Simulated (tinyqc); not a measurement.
Worked calculation (part 2 of 2): coupled-perturbed Hartree-Fock on RHF in the sto-3g basis, for BH3, spin multiplicity 1. Computed by tinyqc, a small Python program that keeps every step (integrals from PySCF). Command: `OMP_NUM_THREADS=1 python tinyqc.py 21631 21632 out.jsonl` (the two numbers bound the seeds that draw the settings). One thread of a shared host (Intel(R) Xeon(R) Processor @ 2.60GHz), about 0.2 s of CPU time with the checks.

Geometry (angstrom):
```
atom        x        y       z
B      0.0000   0.0000  0.0110
H      1.3020   0.0000  0.0000
H     -0.6510   1.1280  0.0000
H     -0.6510  -1.1280  0.0000
```

## Integrals over molecular orbitals

coefficients C:
```
            MO1      MO2      MO3      MO4      MO5      MO6      MO7      MO8
1B 1s    0.9912  -0.2249   0.0001   0.0000  -0.0041  -0.2580   0.0000  -0.0006
1B 2s    0.0345   0.5969  -0.0003   0.0000   0.0177   1.2864   0.0000   0.0031
1B 2px   0.0000   0.0002   0.5014   0.0000   0.0000  -0.0023   0.0000   1.1107
1B 2py   0.0000   0.0000   0.0000   0.5014   0.0000   0.0000   1.1107   0.0000
1B 2pz   0.0000  -0.0014   0.0000   0.0000   0.9998  -0.0194   0.0000   0.0000
2H 1s   -0.0057   0.2780   0.5310   0.0000  -0.0067  -0.6804   0.0000  -0.8910
3H 1s   -0.0057   0.2777  -0.2657   0.4599  -0.0067  -0.6832  -0.7701   0.4430
4H 1s   -0.0057   0.2777  -0.2657  -0.4599  -0.0067  -0.6832   0.7701   0.4430
```

core Hamiltonian H = T + V (hartree):
```
           1B 1s    1B 2s   1B 2px   1B 2py   1B 2pz    2H 1s    3H 1s    4H 1s
1B 1s   -13.5401  -3.5156   0.0000   0.0000   0.0004  -0.6803  -0.6797  -0.6797
1B 2s    -3.5156  -4.6036  -0.0001   0.0000   0.0036  -1.7129  -1.7120  -1.7120
1B 2px    0.0000  -0.0001  -3.8595   0.0000   0.0000  -1.6079   0.8033   0.8033
1B 2py    0.0000   0.0000   0.0000  -3.8595   0.0000   0.0000  -1.3920   1.3920
1B 2pz    0.0004   0.0036   0.0000   0.0000  -3.7059   0.0142   0.0142   0.0142
2H 1s    -0.6803  -1.7129  -1.6079   0.0000   0.0142  -2.9491  -0.3255  -0.3255
3H 1s    -0.6797  -1.7120   0.8033  -1.3920   0.0142  -0.3255  -2.9485  -0.3252
4H 1s    -0.6797  -1.7120   0.8033   1.3920   0.0142  -0.3255  -0.3252  -2.9485
```

Given earlier and not repeated: Two-electron integrals (ij|kl) in chemists' order.

(pq|rs) = sum C_ip C_jq C_kr C_ls (ij|kl), one index at a time.

one-electron integrals over orbitals h = C^T H C (hartree):
```
          1        2        3        4        5        6        7        8
1  -13.5246   0.2917  -0.0001   0.0000   0.0056   0.2993   0.0000   0.0007
2    0.2917  -3.6635  -0.0001   0.0000  -0.0049  -0.6262   0.0000  -0.0016
3   -0.0001  -0.0001  -3.3646   0.0000   0.0000   0.0017   0.0000  -0.6381
4    0.0000   0.0000   0.0000  -3.3644   0.0000   0.0000  -0.6383   0.0000
5    0.0056  -0.0049   0.0000   0.0000  -3.7057   0.0105   0.0000   0.0000
6    0.2993  -0.6262   0.0017   0.0000   0.0105  -2.9141   0.0000   0.0004
7    0.0000   0.0000   0.0000  -0.6383   0.0000   0.0000  -3.1101   0.0000
8    0.0007  -0.0016  -0.6381   0.0000   0.0000   0.0004   0.0000  -3.1101
```

Two-electron integrals over orbitals (pq|rs), unique and non-zero (hartree):
```
(11|11) 2.8870      (21|11) -0.2471     (21|21) 0.0331      (22|11) 0.5894
(22|21) -0.0082     (22|22) 0.4314      (31|11) 7.47e-05    (31|21) -7.58e-06
(31|22) 1.15e-05    (31|31) 0.0069      (32|11) 3.76e-06    (32|21) 5.63e-06
(32|22) 9.35e-05    (32|31) 0.0116      (32|32) 0.1170      (33|11) 0.5201
(33|21) -0.0033     (33|22) 0.4225      (33|31) 0.0036      (33|32) 0.0639
(33|33) 0.4736      (41|41) 0.0069      (42|41) 0.0116      (42|42) 0.1170
(43|41) -0.0036     (43|42) -0.0639     (43|43) 0.0499      (44|11) 0.5201
(44|21) -0.0033     (44|22) 0.4224      (44|31) -0.0036     (44|32) -0.0639
(44|33) 0.3740      (44|44) 0.4737      (51|11) -0.0044     (51|21) 0.0005
(51|22) -3.11e-04   (51|31) -2.17e-07   (51|32) -4.26e-08   (51|33) -1.57e-04
(51|44) -1.56e-04   (51|51) 0.0219      (52|11) 0.0026      (52|21) -1.69e-04
(52|22) -1.36e-04   (52|31) 2.27e-08    (52|32) -1.87e-07   (52|33) -1.89e-04
(52|44) -1.89e-04   (52|51) 0.0212      (52|52) 0.0685      (53|11) -2.06e-06
(53|21) 9.73e-08    (53|22) -6.82e-07   (53|31) 6.26e-05    (53|32) -0.0005
(53|33) -0.0005     (53|44) 0.0005      (53|51) -6.71e-06   (53|52) -1.53e-05
(53|53) 0.0162      (54|41) 6.26e-05    (54|42) -0.0005     (54|43) 0.0005
(54|54) 0.0162      (55|11) 0.7419      (55|21) -0.0095     (55|22) 0.4560
(55|31) 2.65e-06    (55|32) 4.78e-06    (55|33) 0.4190      (55|44) 0.4190
(55|51) 0.0006      (55|52) 0.0032      (55|53) -1.91e-06   (55|55) 0.5868
(61|11) -0.2719     (61|21) 0.0372      (61|22) -0.0084     (61|31) -3.72e-05
(61|32) -3.79e-05   (61|33) -0.0032     (61|44) -0.0032     (61|51) 2.73e-04
(61|52) -4.97e-04   (61|53) -6.86e-08   (61|55) -0.0080     (61|61) 0.0419
(62|11) 0.2215      (62|21) -0.0090     (62|22) 0.0463      (62|31) -1.43e-05
(62|32) -2.05e-05   (62|33) 0.0214      (62|44) 0.0213      (62|51) -4.84e-04
(62|52) -5.77e-05   (62|53) -1.79e-06   (62|55) 0.1133      (62|61) -0.0092
(62|62) 0.0730      (63|11) -0.0005     (63|21) 1.48e-05    (63|22) -1.63e-04
(63|31) 0.0034      (63|32) -0.0443     (63|33) -0.0426     (63|44) 0.0425
(63|51) 1.58e-07    (63|52) -2.76e-06   (63|53) 0.0006      (63|55) -2.77e-04
(63|61) 5.99e-07    (63|62) -2.66e-04   (63|63) 0.0624      (64|41) 0.0034
(64|42) -0.0445     (64|43) 0.0427      (64|54) 0.0006      (64|64) 0.0627
(65|11) -0.0025     (65|21) -4.96e-05   (65|22) -0.0011     (65|31) -4.99e-07
(65|32) -3.84e-06   (65|33) -4.54e-04   (65|44) -4.50e-04   (65|51) 0.0228
(65|52) 0.0638      (65|53) -5.64e-05   (65|55) -5.96e-05   (65|61) -4.25e-04
(65|62) -0.0021     (65|63) 4.17e-06    (65|65) 0.0642      (66|11) 0.5957
(66|21) -0.0107     (66|22) 0.4238      (66|31) -4.92e-05   (66|32) -4.56e-04
(66|33) 0.4204      (66|44) 0.4209      (66|51) -0.0010     (66|52) -0.0020
(66|53) 3.60e-06    (66|55) 0.4449      (66|61) -0.0108     (66|62) 0.0275
(66|63) 1.34e-04    (66|65) -0.0026     (66|66) 0.4372      (71|41) 0.0123
(71|42) 0.0184      (71|43) -0.0051     (71|54) 1.19e-04    (71|64) 0.0060
(71|71) 0.0220      (72|41) 0.0079      (72|42) -0.0005     (72|43) 0.0227
(72|54) 0.0007      (72|64) 0.0463      (72|71) 0.0134      (72|72) 0.0489
(73|41) 0.0025      (73|42) 0.0477      (73|43) -0.0238     (73|54) -4.25e-04
(73|64) -0.0317     (73|71) 0.0044      (73|72) -0.0103     (73|73) 0.0338
(74|11) 0.2077      (74|21) -0.0051     (74|22) 0.0503      (74|31) 0.0025
(74|32) 0.0477      (74|33) 0.0526      (74|44) 0.0050      (74|51) -8.62e-06
(74|52) 0.0012      (74|53) -4.25e-04   (74|55) 0.1034      (74|61) -0.0049
(74|62) 0.0708      (74|63) -0.0317     (74|65) -0.0007     (74|66) 0.0271
(74|74) 0.1066      (75|41) 2.20e-04    (75|42) 0.0016      (75|43) -0.0008
(75|54) 0.0162      (75|64) -0.0007     (75|71) 3.73e-04    (75|72) 1.90e-04
(75|73) 0.0007      (75|75) 0.0206      (76|41) 0.0122      (76|42) 0.1069
(76|43) -0.0588     (76|54) -0.0007     (76|64) -0.0475     (76|71) 0.0200
(76|72) -0.0058     (76|73) 0.0503      (76|75) 0.0014      (76|76) 0.1104
(77|11) 0.6684      (77|21) -0.0092     (77|22) 0.4454      (77|31) 0.0006
(77|32) -0.0296     (77|33) 0.4049      (77|44) 0.4724      (77|51) -1.32e-04
(77|52) 0.0006      (77|53) 4.90e-04    (77|55) 0.4703      (77|61) -0.0088
(77|62) 0.0504      (77|63) 0.0372      (77|65) -4.40e-04   (77|66) 0.4484
(77|74) 0.0468      (77|77) 0.5145      (81|11) -0.0006     (81|21) 8.83e-05
(81|22) -4.42e-06   (81|31) 0.0123      (81|32) 0.0184      (81|33) 0.0051
(81|44) -0.0051     (81|51) 6.35e-07    (81|52) -1.04e-06   (81|53) 1.19e-04
(81|55) -1.72e-05   (81|61) 4.83e-05    (81|62) -4.87e-05   (81|63) 0.0060
(81|65) -1.72e-06   (81|66) -1.10e-04   (81|74) 0.0044      (81|77) 0.0017
(81|81) 0.0220      (82|11) 0.0006      (82|21) -1.92e-05   (82|22) 1.19e-04
(82|31) 0.0079      (82|32) -0.0006     (82|33) -0.0227     (82|44) 0.0228
(82|51) -1.03e-06   (82|52) 5.76e-07    (82|53) 0.0007      (82|55) 2.81e-04
(82|61) -5.07e-05   (82|62) 8.79e-05    (82|63) 0.0463      (82|65) -4.79e-06
(82|66) 9.64e-05    (82|74) -0.0101     (82|77) 0.0292      (82|81) 0.0134
(82|82) 0.0489      (83|11) 0.2077      (83|21) -0.0051     (83|22) 0.0503
(83|31) -0.0025     (83|32) -0.0478     (83|33) 0.0049      (83|44) 0.0527
(83|51) -8.57e-06   (83|52) 0.0012      (83|53) 4.24e-04    (83|55) 0.1034
(83|61) -0.0049     (83|62) 0.0708      (83|63) 0.0315      (83|65) -0.0007
(83|66) 0.0276      (83|74) 0.0417      (83|77) 0.0691      (83|81) -0.0044
(83|82) 0.0106      (83|83) 0.1067      (84|41) 0.0025      (84|42) 0.0476
(84|43) -0.0237     (84|54) -4.23e-04   (84|64) -0.0315     (84|71) 0.0044
(84|72) -0.0102     (84|73) 0.0309      (84|75) 0.0007      (84|76) 0.0502
(84|84) 0.0337      (85|11) -4.81e-06   (85|21) -4.29e-08   (85|22) -1.12e-06
(85|31) 2.20e-04    (85|32) 0.0016      (85|33) 0.0008      (85|44) -0.0008
(85|51) 5.18e-05    (85|52) 1.49e-04    (85|53) 0.0162      (85|55) 5.41e-07
(85|61) -1.76e-06   (85|62) -4.94e-06   (85|63) -0.0007     (85|65) 9.93e-05
(85|66) -1.18e-05   (85|74) 0.0007      (85|77) -3.40e-04   (85|81) 3.73e-04
(85|82) 1.90e-04    (85|83) -0.0007     (85|85) 0.0206      (86|11) -1.18e-04
(86|21) -2.72e-07   (86|22) 4.22e-05    (86|31) 0.0122      (86|32) 0.1068
(86|33) 0.0585      (86|44) -0.0587     (86|51) -1.89e-06   (86|52) -5.60e-06
(86|53) -0.0007     (86|55) -3.45e-05   (86|61) -4.86e-05   (86|62) -5.00e-05
(86|63) -0.0471     (86|65) -8.03e-06   (86|66) -4.91e-04   (86|74) 0.0502
(86|77) -0.0304     (86|81) 0.0200      (86|82) -0.0057     (86|83) -0.0505
(86|85) 0.0014      (86|86) 0.1101      (87|41) 0.0006      (87|42) -0.0294
(87|43) 0.0337      (87|54) 4.89e-04    (87|64) 0.0373      (87|71) 0.0017
(87|72) 0.0291      (87|73) -0.0110     (87|75) -3.36e-04   (87|76) -0.0303
(87|84) -0.0109     (87|87) 0.0343      (88|11) 0.6684      (88|21) -0.0092
(88|22) 0.4455      (88|31) -0.0005     (88|32) 0.0301      (88|33) 0.4727
(88|44) 0.4046      (88|51) -1.32e-04   (88|52) 0.0006      (88|53) -4.94e-04
(88|55) 0.4703      (88|61) -0.0088     (88|62) 0.0505      (88|63) -0.0377
(88|65) -4.42e-04   (88|66) 0.4482      (88|74) 0.0693      (88|77) 0.4455
(88|81) -0.0016     (88|82) -0.0290     (88|83) 0.0465      (88|85) 3.45e-04
(88|86) 0.0308      (88|88) 0.5148
```

## Response to a field: uncoupled start

orbital energies (hartree): MO1 -7.4253, MO2 -0.6305, MO3 -0.4317, MO4 -0.4317, MO5 0.2432, MO6 0.5675, MO7 0.6609, MO8 0.6610

dipole integrals <a|y|i> (bohr):
```
        i1       i2      i3       i4
a5  0.0000   0.0000  0.0000  -0.0071
a6  0.0000   0.0000  0.0000  -0.8109
a7  0.1081  -0.2309  0.7396   0.0000
a8  0.0000   0.0000  0.0000   0.7377
```

Field along y; U_ai = -mu_ai / (e_a - e_i), alpha = -4 sum U_ai mu_ai.

uncoupled U:
```
         i1      i2       i3       i4
a5   0.0000  0.0000   0.0000   0.0106
a6   0.0000  0.0000   0.0000   0.8116
a7  -0.0134  0.1788  -0.6769   0.0000
a8   0.0000  0.0000   0.0000  -0.6751
```

uncoupled polarisability = 6.7983 bohr^3

## Coupled step 1

U_ai = -(mu_ai + sum_bj [4 (ai|bj) - (ab|ij) - (aj|bi)] U_bj) / (e_a - e_i); alpha = -4 sum U_ai mu_ai.

U after step 1:
```
         i1      i2       i3       i4
a5   0.0000  0.0000   0.0000   0.0127
a6   0.0000  0.0000   0.0000   0.9508
a7  -0.0150  0.2146  -0.8077   0.0000
a8   0.0000  0.0000   0.0000  -0.8057
```

polarisability = 8.0561 bohr^3

## Coupled step 2

As before.

U after step 2:
```
         i1      i2       i3       i4
a5   0.0000  0.0000   0.0000   0.0133
a6   0.0000  0.0000   0.0000   0.9736
a7  -0.0152  0.2219  -0.8336   0.0000
a8   0.0000  0.0000   0.0000  -0.8315
```

polarisability = 8.2896 bohr^3

## Coupled polarisability

Repeat until U stops changing; compare with -d2E/dF2.

Course of the coupled iterations:
```
step  alpha (bohr^3)
0             6.7983
1             8.0561
2             8.2896
3             8.3332
4             8.3414
5             8.3430
6             8.3433
7             8.3433
8             8.3433
9             8.3433
10            8.3433
11            8.3433
12            8.3433
13            8.3433
14            8.3433
15            8.3433
16            8.3433
17            8.3433
18            8.3433
19            8.3433
```

coupled polarisability = 8.3433 bohr^3

finite-field check, fields of +/-0.001 au = 8.3433 bohr^3
